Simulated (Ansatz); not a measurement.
**CH₃Si− (SMILES C=[SiH-]): one structure at several levels**

The task here is to estimate one member of a computed series from the others.

Method: single points in def2-TZVPPD; program: Ansatz 0.2.0, Gaussian basis.

Cores are frozen in the correlated methods.

**Starting geometry**

5 atoms, charge -1, spin multiplicity 1.

Atoms are counted from 1 here; the program's logs count them from 0.

Bond lengths: C1–Si2 1.855 Å, C1–H3 1.101 Å, C1–H4 1.047 Å, Si2–H5 1.564 Å. Angles: Si2–C1–H3 119.6°, Si2–C1–H4 120.2°, H3–C1–H4 120.1°, C1–Si2–H5 104.7°.

As a file:

```xyz
5

C    -0.30470   -0.60740    0.01050
Si    0.80650    0.71050   -0.67410
H    -0.86700   -0.41690    0.93740
H    -0.43890   -1.50620   -0.50990
H     0.77580    1.85110    0.39540
```

The first run:

Input file run/in.yaml:

```yaml
crystal:
  periodic: [false, false, false]
  atoms:
    - {symbol: C, position_ang: [-0.304700, -0.607400, 0.010500]}
    - {symbol: Si, position_ang: [0.806500, 0.710500, -0.674100]}
    - {symbol: H, position_ang: [-0.867000, -0.416900, 0.937400]}
    - {symbol: H, position_ang: [-0.438900, -1.506200, -0.509900]}
    - {symbol: H, position_ang: [0.775800, 1.851100, 0.395400]}
basis:
  gaussian: {orbitals: "def2-TZVPPD.json"}
total_charge: -1
correlation: {method: ccsd_t}
output: {forces: true}
```

The basis file named in the input lies beside it (Basis Set Exchange, JSON).

The command line of these runs was not kept.

Steps of the session up to this table: CCSD(T)/def2-TZVPPD; PBE0-D4/def2-TZVPPD; wB97M-V/def2-TZVPPD; r2SCAN-D4/def2-TZVPPD; PBE-D4/def2-TZVPPD; BHLYP-D4/def2-TZVPPD; r2SCANh-D4/def2-TZVPPD.

One of the session's tables, all rows but one given; the rest of the session is left out.

| method | RMS force component (eV/Å) | angle to CCSD(T) forces (°) |
| --- | --- | --- |
| CCSD(T) | 1.063 | reference |
| PBE0-D4 | 1.172 | 6.0 |
| wB97M-V | ? | ? |
| r2SCAN-D4 | 1.136 | 4.5 |
| PBE-D4 | 1.113 | 5.6 |
| BHLYP-D4 | 1.194 | 11.9 |
| r2SCANh-D4 | 1.155 | 6.0 |

**Question.** Estimate the row for wB97M-V.

As computed: RMS force component (eV/Å): 1.206; angle to CCSD(T) forces (°): 8.2. In the column «RMS force component (eV/Å)» it is the highest.
